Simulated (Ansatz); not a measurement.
Barrier O + ClH via ClHO, on the benchmark's geometries as Psi4's copy gives them; open shells unrestricted, no zero-point energy, no spin–orbit coupling.
Transition structure (charge 0, multiplicity 3):
```xyz
3

Cl     0.0188    -0.8173     0.0000
H     -0.4705     0.5695     0.0000
O      0.0188     1.6656     0.0000
```

Correlated levels freeze the cores.

Run with Ansatz (a quantum-chemistry and plane-wave program). Values without a source in brackets are computed.

The barrier height is − E(O) − E(ClH) + E(TS). Total energies (hartree):

```csv
level,O,ClH,TS
HF/aug-cc-pV(T+d)Z,-74.8129822,-460.1086539,-534.8694102
CCSD(T)/aug-cc-pV(T+d)Z,-74.9789519,-460.3457082,-535.3070952
HF/aug-cc-pV(Q+d)Z,-74.8176250,-460.1120198,-534.8772702
CCSD(T)/aug-cc-pV(Q+d)Z,-74.9952675,-460.3658270,-535.3439995
```

Task: Work out the barrier height at the basis-set limit: extrapolate the CCSD(T) correlation part as X⁻³, take Hartree–Fock from the larger set.

Result: 
1. Differences (1 hartree = 627.509 kcal/mol): HF/aug-cc-pV(T+d)Z 32.772; CCSD(T)/aug-cc-pV(T+d)Z 11.022; HF/aug-cc-pV(Q+d)Z 32.866; CCSD(T)/aug-cc-pV(Q+d)Z 10.727.
2. Correlation parts, CCSD(T) less HF: -21.750 in aug-cc-pV(T+d)Z (X = 3), -22.138 in aug-cc-pV(Q+d)Z (X = 4).
3. Limit (4³·(-22.138) − 3³·(-21.750))/(4³ − 3³) = -22.422; with HF/aug-cc-pV(Q+d)Z it gives 10.444.
Result: 10.44 kcal/mol, against 11.02 at CCSD(T)/aug-cc-pV(T+d)Z. It is an estimate of this method's limit, not of the exact value.
